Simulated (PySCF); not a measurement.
Gas-phase reaction: trisilylamine + 3 NH → 2 H₂SiNH + SiH₂(NH₂)₂

Computed with PySCF and rigid-rotor harmonic-oscillator thermochemistry at 1 bar. † marks an energy on the PBE0/def2-TZVP geometry and frequencies; other levels use their own. MP2 freezes the core. Open shells (unrestricted): NH (multiplicity 3); the rest are closed-shell singlets. H₂SiNH, SiH₂(NH₂)₂: computed as isolated molecules; such fragments, hydroxides, amides, oligomers or adducts are transient or little studied in the gas. MP2 isn't extrapolated to the basis-set limit.

```csv
level,"ΔH°(298 K), kJ"
M06-2X/def2-TZVP†,[?]
MP2/def2-SVP†,[?]
PBE/def2-SVP,-856
PBE/def2-TZVP†,-871
LDA/def2-TZVP†,-1065
ωB97X-V/def2-TZVP†,[?]
```

Task: What belongs in the gaps?

Result: 
- M06-2X/def2-TZVP†, ΔH°(298 K), kJ: -788
- MP2/def2-SVP†, ΔH°(298 K), kJ: -750
- ωB97X-V/def2-TZVP†, ΔH°(298 K), kJ: -774
